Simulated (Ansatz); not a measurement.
Geometry optimisation, RKS revPBE-D4/6-31G* in Ansatz 0.2.0.

input.yaml

```yaml
crystal:
  periodic: [false, false, false]
  atoms:
    - { symbol: Si, position_ang: [0.459905, -0.526198, -0.350884] }
    - { symbol: H, position_ang: [-0.652426, -0.44914, 2.07423] }
    - { symbol: H, position_ang: [1.31913, -0.156495, -1.530494] }
    - { symbol: H, position_ang: [-0.018162, 0.765739, 0.244107] }
    - { symbol: Si, position_ang: [-1.356482, -1.815532, -1.10004] }
    - { symbol: H, position_ang: [-2.171578, -2.27685, 0.07463] }
    - { symbol: H, position_ang: [-2.256752, -1.06218, -2.038438] }
    - { symbol: H, position_ang: [-0.83658, -3.033151, -1.810332] }
    - { symbol: P, position_ang: [1.780654, -1.5836, 1.075319] }
    - { symbol: H, position_ang: [0.863138, -2.632548, 1.415445] }
    - { symbol: H, position_ang: [2.420534, -2.369911, 0.055458] }
    - { symbol: H, position_ang: [-0.226583, -0.753734, 2.554298] }
basis:
  gaussian: { orbitals: "6-31G*" }
hamiltonian:
  xc: revpbe
  dispersion: d4
relax:
  f_tol: 0.03
  max_steps: 50
output:
  orbitals: {}
```

Run as:

```bash
$ ansatz run input.yaml --threads 1 --pin off --max-ram 2048MiB --backend cpu --events-out ev --progress --plain --runs-dir out
```

Question: Where does it end, and by what steps?

Answer: The forces met the threshold. The force dipped under the threshold on the way, but the program's further checks kept it going. After 10 steps the energy has fallen by 0.215 eV; H12 moved furthest, 0.90 Å.

| step | energy less start (eV) | largest force component (eV/Å) | accepted |
| --- | --- | --- | --- |
| 0 | 0.0000 | 1.153 | yes |
| 1 | -0.1450 | 0.214 | yes |
| 2 | -0.1775 | 0.102 | yes |
| 3 | -0.1964 | 0.084 | yes |
| 4 | -0.2058 | 0.263 | yes |
| 5 | -0.2121 | 0.028 | yes |
| 6 | -0.2117 | 0.171 | no |
| 7 | -0.2134 | 0.053 | yes |
| 8 | -0.2140 | 0.073 | yes |
| 9 | -0.2143 | 0.053 | yes |
| 10 | -0.2147 | 0.017 | yes |

```xyz
12
Properties=species:S:1:pos:R:3
Si 0.571 -0.532 -0.577
H -1.025 -0.339 2.692
H 1.318 -0.042 -1.785
H 0.125 0.674 0.200
Si -1.270 -1.845 -1.214
H -2.007 -2.307 0.012
H -2.232 -1.103 -2.099
H -0.784 -3.060 -1.953
P 2.082 -1.657 0.723
H 1.082 -2.292 1.536
H 2.163 -2.776 -0.177
H -0.698 -0.615 3.305
```

Whether the end is a true minimum wasn't checked by a vibrational analysis.

The run took 26 s on 1 thread of AMD EPYC 7B13 (Zen 3) (shared host), peak memory 0.15 GiB.
